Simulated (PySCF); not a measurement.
C3H3ClF (doublet state).
Geometry (GFN2-xTB, Å), atoms numbered from 1 in this order:
```
atom  x, y, z in Å
C1    -1.217   -0.017   -0.069
C2     0.118    0.495    0.120
C3     1.374    0.254    0.127
F4     2.361    1.114    0.374
Cl5    2.076   -1.375   -0.213
H6    -1.760   -0.012    0.876
H7    -1.187   -1.044   -0.449
H8    -1.755    0.596   -0.792
```

The species is `F/C(Cl)=[C]/C` [radical].

Level of theory: PySCF, UKS B3LYP, pcH-1 on C Cl F H, non-relativistic, mean-field spin-orbit, GIAO. Isolated species at its GFN2-xTB geometry, gas phase. The geometry wasn't refined by DFT: couplings that depend on bond lengths, twists or pyramidal angles can differ widely from those at the functional's own minimum. No stability test was run, so a lower SCF solution isn't excluded.

**Question.** Give the principal g shifts and their parts.

**Answer.** 
```csv
Δg (ppm),1,2,3
relativistic mass correction,-173,-173,-173
gauge correction,26,8,44
orbital Zeeman/spin–orbit,-2893,1330,2390
total,-3040,1165,2261
```

So g = 1.99928, 2.00348, 2.00458 and g_iso = 2.00245; the tensor is rhombic: the two nearest values differ by 21 % of g3 − g1. Axes: g1 points within 14° of the C1–C2 bond and g2 points within 15° of the C3–Cl5 bond.

**Question.** Average each term over the three axes. Which is largest in size?

**Answer.** The orbital-Zeeman/spin–orbit term 276, the mass correction -173 and the gauge correction 26 ppm, for a total of 129 ppm. The orbital-Zeeman/spin–orbit term is the largest in size. The mass correction is the same along every axis, so the anisotropy comes from the other two: their spans along these axes are 36 (gauge) and 5283 ppm (orbital Zeeman/spin–orbit).

**Question.** At 9.776 GHz, how far is the centre of the isotropic spectrum from where a free electron (g = 2.002319) resonates?

**Answer.** B = hν/(g μB) with μB/h = 13.99624 MHz/mT gives 348.83 mT for the free electron and 348.81 mT at g_iso, 0.02 mT lower.

**Question.** In a frozen sample, at which fields do the three g values resonate at 9.5, 34, 94 and 263 GHz (hyperfine left aside), and which band first spreads them over more than twice a line width of 0.5 mT?

**Answer.** 
```csv
band,GHz,B(g3) mT,B(g2) mT,B(g1) mT,spread mT
X,9.5,338.60,338.79,339.50,0.90
Q,34.0,1211.84,1212.50,1215.05,3.21
W,94.0,3350.37,3352.20,3359.25,8.88
J,263.0,9373.91,9379.04,9398.76,24.85
```

The spread grows in proportion to the frequency. Q band is the first where it exceeds 1.0 mT.

The largest Mulliken spin populations are on C2 (+0.94), Cl5 (+0.11), C3 (-0.10) and H7 (+0.07). No atom but C2 exceeds +0.15. The positive populations add up to 1.15 and the negative ones to -0.15, together 2S = 1.

The HOMO–LUMO gaps are 7.38 eV among the α and 3.84 eV among the β orbitals.
